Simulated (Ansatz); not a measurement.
Other spins and charges of AsH₂⁺, singlet at one geometry

Geometry (PBE0/def2-TZVP stationary point for this spin, not checked as a minimum):

```
atom   x (Å)    y (Å)    z (Å)
  As  0.0000  -0.0281   0.0000
   H  0.0000   1.0446  -1.0909
   H  0.0000   1.0446   1.0909
```

Basis cc-pVDZ; Ansatz 0.2.0. Correlated methods freeze the noble-gas cores and the filled d shells of p-block atoms. R marks a restricted (for open shells ROHF) determinant. Active spaces: valence = (6e, 6o) chosen from the atoms' valence shells. No spin–orbit coupling is included, and no scalar relativity.

Gaps are energies of the second state less the first, at fixed atoms, for a selection of the levels run; each method lands on the state that its own search finds for that charge and spin.

Triplet less singlet: 1.387 eV at full CI (singlet A1, triplet B1, in C2v).

```json
{"level": "RHF", "gap (eV)": "0.963", "error (meV)": "-424"}
{"level": "RMP2", "gap (eV)": "1.259", "error (meV)": "-128"}
{"level": "CISD", "gap (eV)": "1.322", "error (meV)": "-65"}
{"level": "RCCSD", "gap (eV)": "1.389", "error (meV)": "2"}
{"level": "RCCSD(T)", "gap (eV)": "1.388", "error (meV)": "1"}
{"level": "BCCD(T)", "gap (eV)": "1.388", "error (meV)": "1"}
{"level": "RCCSDT", "gap (eV)": "1.384", "error (meV)": "-3"}
{"level": "CISDTQ", "gap (eV)": "1.384", "error (meV)": "-3"}
{"level": "RCCSDT(Q)", "gap (eV)": "1.386", "error (meV)": "-1"}
{"level": "RCCSDTQ", "gap (eV)": "1.386", "error (meV)": "-1"}
{"level": "CASSCF (valence space)", "gap (eV)": "1.365", "error (meV)": "-22"}
{"level": "NEVPT2 (valence space)", "gap (eV)": "1.360", "error (meV)": "-27"}
{"level": "MRCISD (valence space)", "gap (eV)": "1.389", "error (meV)": "2"}
{"level": "MRCISD+Q (valence space)", "gap (eV)": "1.387", "error (meV)": "0"}
{"level": "PBE", "gap (eV)": "1.391", "error (meV)": "4"}
{"level": "r2SCAN", "gap (eV)": "1.177", "error (meV)": "-210"}
{"level": "PBE0", "gap (eV)": "1.330", "error (meV)": "-57"}
{"level": "B3LYP", "gap (eV)": "1.524", "error (meV)": "137"}
{"level": "wB97M-V", "gap (eV)": "1.483", "error (meV)": "96"}
{"level": "B2PLYP", "gap (eV)": "1.453", "error (meV)": "66"}
{"level": "RPA-PBE", "gap (eV)": "1.497", "error (meV)": "110"}
```

In so small a basis the reference is far from its limit while semilocal and hybrid functionals are nearer theirs (RPA and double hybrids share much of the reference's basis error), so the functionals' errors here hold much of the reference's basis and frozen-core error, which can add to them or hide them.

Full CI is exact within this basis and frozen core; it isn't the basis-set limit.
